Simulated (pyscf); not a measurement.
HF + HO–Si•(F)–F -> F–Si•(F)–F + H₂O, a four-centre exchange (doublet surface; F–H, O–Si broken, F–Si, H–O formed). Optimised with ωB97X-D3(BJ)/def2-SVP in PySCF. Energies in eV from the separated reactants.

Small-basis levels: PySCF, no dispersion term, spherical d functions. Open shells are spin-unrestricted. 

Problem. In single points B3LYP/6-31G* puts the saddle at -0.02 eV and the reaction energy at -0.63 eV. Should these be trusted to within a few kcal/mol? Compare with ωB97M-D3(BJ)/def2-TZVP.

Solution. ωB97M-D3(BJ)/def2-TZVP gives ΔE‡ = 0.43 eV and ΔE = -0.35 eV. B3LYP/6-31G* lies 0.45 eV under it in the barrier and 0.28 eV under it in the reaction energy, so on this step it does not hold to within 0.13 eV. At B3LYP/6-31G* this geometry lies under one side, so its ΔE‡ may be no barrier of that level. ωB97M-D3(BJ)/def2-TZVP has limits of its own. On the reactant side the descent ends in a complex, 0.18 eV under the separated species and 0.65 eV under the saddle at ωB97X-D3(BJ)/def2-TZVP. This is the saddle that the search found; another between the same sides may lie lower.
